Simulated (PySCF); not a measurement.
# Removing an electron from `FC1(F)CO1`

Species: C₂H₂F₂O.
SMILES with atom numbers: `[F:1][C:2]1([F:3])[CH2:4][O:5]1` (hydrogens: H6, H7 on C4)

Geometry (PBE0-D3(BJ)/def2-SVP, Å), atoms numbered from 1 in this order:
```
atom  x, y, z in Å
F1     1.7128    0.2755   -0.3899
C2     0.5880   -0.2994    0.0206
F3     0.7237   -1.6175   -0.0730
C4    -0.6992    0.3505   -0.0948
O5     0.0375    0.1774    1.1498
H6    -1.6066   -0.2579   -0.1777
H7    -0.7557    1.3843   -0.4527
```

Level: PBE0/def2-SVPD (PySCF). Frontier orbitals with their largest atomic shares (Löwdin; up to four atoms above 4 %):

```json
{"orbital": "HOMO−3", "ε (eV)": "-12.33", "main atoms": "O5 40 %, F1 18 %, F3 18 %, C4 15 %"}
{"orbital": "HOMO−2", "ε (eV)": "-12.16", "main atoms": "F3 44 %, F1 44 %, C4 6 %"}
{"orbital": "HOMO−1", "ε (eV)": "-9.66", "main atoms": "C4 26 %, O5 26 %, C2 18 %, F3 13 %"}
{"orbital": "HOMO", "ε (eV)": "-9.55", "main atoms": "?"}
{"orbital": "LUMO", "ε (eV)": "0.76", "main atoms": "C4 35 %, H6 16 %, H7 16 %, C2 14 %"}
{"orbital": "LUMO+1", "ε (eV)": "0.92", "main atoms": "O5 30 %, C4 26 %, H6 12 %, H7 12 %"}
{"orbital": "LUMO+2", "ε (eV)": "1.62", "main atoms": "C2 20 %, F1 17 %, F3 17 %, O5 17 %"}
```

Question: What vertical ionisation energy does ΔSCF give, and how far is −ε(HOMO) from it?

Answer: ΔSCF: 12.17 eV (1174 kJ/mol; threshold wavelength 101.9 nm); ⟨S²⟩ of the doublet left behind is 0.755, against 0.75 for a pure doublet. −ε(HOMO) is 9.55 eV, 2.62 eV below it. In exact Kohn–Sham theory the two would be equal; PBE0 (global hybrid, 25 % exact exchange) falls short of its own ΔSCF value by 22 %.

Question: On which atoms does the HOMO lie?

Answer: O5 (epoxide oxygen) 65 %, C4 (sp3 carbon bound to oxygen) 13 %, H6 (methylene hydrogen) 6 %, H7 (methylene hydrogen) 6 %, so more than half of it is on one atom. The HOMO−1 lies 0.11 eV lower.

Question: Shift the occupied levels rigidly so that −ε(HOMO) equals the ΔSCF value. What binding energies result?

Answer: The shift is +2.62 eV: HOMO 12.17, HOMO−1 12.28, HOMO−2 14.78, HOMO−3 14.95 eV. A rigid shift is only a rough guide to the deeper ionisations.

Question: How many of the 10 lowest singlet excitations (vertical TDDFT, same level) lie below the ionisation energy?

Answer: All 10; they run from 8.50 to 11.08 eV.

Question: What total energies stand behind the ΔSCF value?

Answer: E(N) = -351.68241 Eh and E(N − 1) = -351.23523 Eh at the same geometry, 0.44718 Eh apart.

Question: What kinetic energy would electrons from this vertical process carry with 118.2 nm light (10.49 eV)?

Answer: The photon is 1.68 eV short of the vertical value.

Isolated species at its PBE0-D3(BJ)/def2-SVP geometry, gas phase.

The run behind these numbers computed excited states and ΔSCF ions as well. On Arm Neoverse V2, one thread (shared host), this took 29 s of wall time.
